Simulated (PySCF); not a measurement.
Published values to compare with (the computed states carry no symmetry labels, so the two lists aren't matched line by line):

| state | E (eV) | f | kind of transition | source |
| --- | --- | --- | --- | --- |
| 3A(T1) | 1.80 |  | 0-0 transition | [1] |
| 3A2(n→π*) | 1.94 |  | vertical absorption | [2] |
| 1A2[F](n→π*) | 1.95 |  | vertical emission from the excited-state geometry | [2] |
| 1A2(S1) | 2.03 |  | 0-0 transition | [1] |
| 1A2(n→π*) | 2.22 |  | vertical absorption | [2] |
| 3A1(π→π*) | 3.43 |  | vertical absorption | [2] |
| 3B2(n→3s) | 5.72 |  | vertical absorption | [2] |
| 1B2(n→4s) | 5.85 |  | band maximum or as reported | [3] |
| 1B2(n→3s) | 5.96 | 0.012 | vertical absorption | [2] |
| 1A1(π→π*) | 6.20 |  | band maximum or as reported | [3] |
| 1A1(π→π*) | 6.38 | 0.178 | vertical absorption | [2] |

[1] measured, gas; Analytical gradients for NEO-TDDFT (2021), arXiv:2105.05191, experiment column
[2] computed, theoretical best estimate (aug-cc-pVTZ, frozen core, CC3 geometry), gas; Veril, Scemama, Caffarel, Lipparini, Boggio-Pasqua, Jacquemin, Loos, WIREs Comput. Mol. Sci. 2021, 11, e1517 (QUESTDB)
[3] measured, gas; Loos, Scemama, Blondel, Garniron, Caffarel, Jacquemin (2018), arXiv:1807.02045, literature column

Compound: CH₂S.
Structure used (GFN2-xTB), in Å, numbered top down from 1:
```
atom  x, y, z in Å
C1    -0.1149    0.0053    0.0029
S2     1.4839   -0.0522    0.1348
H3    -0.6121    0.8191   -0.5087
H4    -0.7466   -0.7675    0.4212
```

Level of theory: TDDFT CAM-B3LYP/def2-SVPD, vertical, gas phase, core orbitals frozen in the response (PySCF 2.14.0, density-fitted response routines).

Computed singlets: 2.21 eV (f 0.000); 6.27 eV (f 0.020); 6.41 eV (f 0.207); 6.78 eV (f 0.066); 6.82 eV (f 0.004); 7.31 eV (f 0.049); 7.46 eV (f 0.000); 8.29 eV (f 0.039). Computed triplets (Tamm–Dancoff): 1.67, 3.26, 5.79 eV.

How does the lowest computed singlet compare with the best estimate listed for the lowest singlet (vertical absorption)?

2.21 eV against 2.22 eV for 1A2(n→π*) [2]: a difference of -0.01 eV. Geometry and basis of the two calculations needn't be the same.

How does the lowest computed triplet compare with the best estimate listed for the lowest triplet (vertical absorption)?

1.67 eV against 1.94 eV for 3A2(n→π*) [2]: a difference of -0.27 eV. Geometry and basis of the two calculations needn't be the same.

[F] marks fluorescence, computed at the excited state's geometry.

Adiabatic (Te) and 0-0 energies refer to the relaxed excited state and aren't the vertical quantity computed here.

A measured band maximum holds vibronic effects and, in solution, solvent shifts, so it needn't equal the vertical energy.
